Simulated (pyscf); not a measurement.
7 gas-phase steps of one pattern: hydrogen abstraction on the doublet surface, H–H broken and Ge–H or H–Si formed. Single points on ωB97X-D3(BJ)/def2-SVP structures (PySCF, gas phase). Electronic energies in eV, from the separated reactants; ΔE‡ and ΔE at ωB97M-D3(BJ)/def2-TZVP. Rows were drawn at random from the steps of this pattern with a verified saddle, stable references and no exit in the data more than 5 kcal/mol lower.

| row | step | ΔE | ΔE‡ |
|---|---|---|---|
| 1 | H₂N–Si•(NH₂)–F (SMILES N[Si](N)F) + H₂ (SMILES [H][H]) -> H₂N–SiH(NH₂)–F (SMILES N[SiH](N)F) + H• (SMILES [H]) | +0.24 | 0.51 |
| 2 | H₂N–Si•(Cl)–Cl (SMILES N[Si](Cl)Cl) + H₂ (SMILES [H][H]) → H₂N–SiH(Cl)–Cl (SMILES N[SiH](Cl)Cl) + H• (SMILES [H]) | +0.47 | 0.69 |
| 3 | H₂N–SiH•–NH–SiH₂–NH₂ (SMILES N[SiH]N[SiH2]N) + H₂ (SMILES [H][H]) → H₂N–SiH₂–NH–SiH₂–NH₂ (SMILES N[SiH2]N[SiH2]N) + H• (SMILES [H]) | +0.48 | 0.68 |
| 4 | H₃C–N(CH₃)–SiH₂• (SMILES CN(C)[SiH2]) + H₂ (SMILES [H][H]) → H₃C–N(CH₃)–SiH₃ (SMILES CN(C)[SiH3]) + H• (SMILES [H]) | +0.62 | ? |
| 5 | [O=SiH]• (SMILES O=[SiH]) + H₂ (SMILES [H][H]) -> O=SiH₂ (SMILES O=[SiH2]) + H• (SMILES [H]) | +0.89 | 1.07 |
| 6 | Cl–GeH₂• (SMILES [Cl][GeH2]) + H₂ (SMILES [H][H]) -> Cl–GeH₃ (SMILES [Cl][GeH3]) + H• (SMILES [H]) | +0.91 | 1.04 |
| 7 | [HSi=S]• (SMILES [SiH]=S) + H₂ (SMILES [H][H]) -> H₂Si=S (SMILES [SiH2]=S) + H• (SMILES [H]) | +0.93 | 1.10 |

### Question
Fit ΔE‡ = a + b·ΔE to the other rows and predict row 4.

### Answer
Over the 6 complete rows the means are +0.65 (ΔE) and 0.85 (ΔE‡); least squares gives b = 0.85 and a = 0.29 eV, with residuals of 0.02 eV (root mean square; largest 0.02, row 5). For row 4: 0.29 + 0.85 × (+0.62) = 0.82 eV. The computed barrier is 0.77 eV, 0.05 under the line. The line follows the complete rows closely. Each barrier is that of the saddle found. Elements up to Kr have no core potential and no relativistic terms here.
